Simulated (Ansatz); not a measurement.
A calculation with Ansatz (development build ahead of 0.2.0).

```yaml
crystal:
  periodic: [false, false, false]
  atoms:
    - { symbol: Na, position_ang: [-0.04363, -0.06057, -0.24397] }
    - { symbol: H, position_ang: [-0.03912, 0.06275, 2.61601] }
basis:
  gaussian: { orbitals: "6-31G" }
hamiltonian:
  xc: hf
```

The input is written out in the form of the current development build from the run's settings.

The run gave:

```json
{"Converged": "yes", "Total energy": "-162.33402 hartree", "Spin squared of the determinant": "0.000"}
```

Caution: stretched shape with no unrestricted run beside it, a lower state can exist.
